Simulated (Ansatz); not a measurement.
Born–Oppenheimer molecular dynamics of H$_{8}$OSi$_{2}$ (11 atoms, charge 0, multiplicity 1). It starts at the highest image of a converged band. Of that band: Neighbouring images differ by up to 2.9 eV, so the band resolves the path poorly. A vibrational analysis at the climbing image gives one clearly imaginary mode, 1716i cm⁻¹: a first-order saddle point.

Theory: Ansatz, RHF/def2-SVP.

```json
{
 "ensemble": "NVE (velocity Verlet)",
 "time step": "0.5 fs",
 "steps asked": "200",
 "starting velocities drawn for": "300 K",
 "seed": "3538"
}
```

First frame:

```xyz
11
Properties=species:S:1:pos:R:3
Si 0.005 -0.306 0.101
H 0.980 0.415 1.462
H 0.994 0.256 -0.839
H -1.088 0.601 0.518
Si -1.188 -1.909 -1.236
H -2.170 -2.681 -0.418
H -1.947 -1.224 -2.317
H -0.279 -2.902 -1.871
O 0.632 -1.609 1.271
H 0.119 -2.296 1.688
H 0.977 -0.680 1.771
```

Q: How far do the bonds stretch over the last three quarters of this one trajectory? (Pairs bonded in most of those frames.)

A: 
```json
{"bond": "Si1–H2", "mean (Å)": "1.508", "spread (Å)": "0.103", "shortest": "1.34", "longest": "1.67"}
{"bond": "Si1–H3", "mean (Å)": "1.493", "spread (Å)": "0.011", "shortest": "1.47", "longest": "1.52"}
{"bond": "Si1–H4", "mean (Å)": "1.490", "spread (Å)": "0.010", "shortest": "1.47", "longest": "1.51"}
{"bond": "Si1–Si5", "mean (Å)": "2.433", "spread (Å)": "0.077", "shortest": "2.33", "longest": "2.55"}
{"bond": "Si5–H6", "mean (Å)": "1.487", "spread (Å)": "0.037", "shortest": "1.43", "longest": "1.55"}
{"bond": "Si5–H7", "mean (Å)": "1.489", "spread (Å)": "0.022", "shortest": "1.46", "longest": "1.53"}
{"bond": "Si5–H8", "mean (Å)": "1.493", "spread (Å)": "0.043", "shortest": "1.42", "longest": "1.55"}
{"bond": "O9–H10", "mean (Å)": "0.949", "spread (Å)": "0.011", "shortest": "0.93", "longest": "0.97"}
{"bond": "O9–H11", "mean (Å)": "0.949", "spread (Å)": "0.010", "shortest": "0.93", "longest": "0.97"}
```

Mean temperature of the second half: 2137 K. The conserved energy stayed within 0.17 meV per atom of its start (net change 0.024 meV per atom), so the integration is sound. The kinetic energy rose, since the run started high on the potential surface and went downhill. It ends in pieces (H2O + H6Si2), so much of that is their flight and rotation, not heat. A run of 0.1 ps of so small a system gives no equilibrium averages. The orbitals stay closed-shell, which can raise the energy where a bond breaks towards radicals; this wasn't checked here.

The run took 4.2 min on 1 thread of Arm Neoverse V1, on a shared host, peak memory 0.15 GiB.
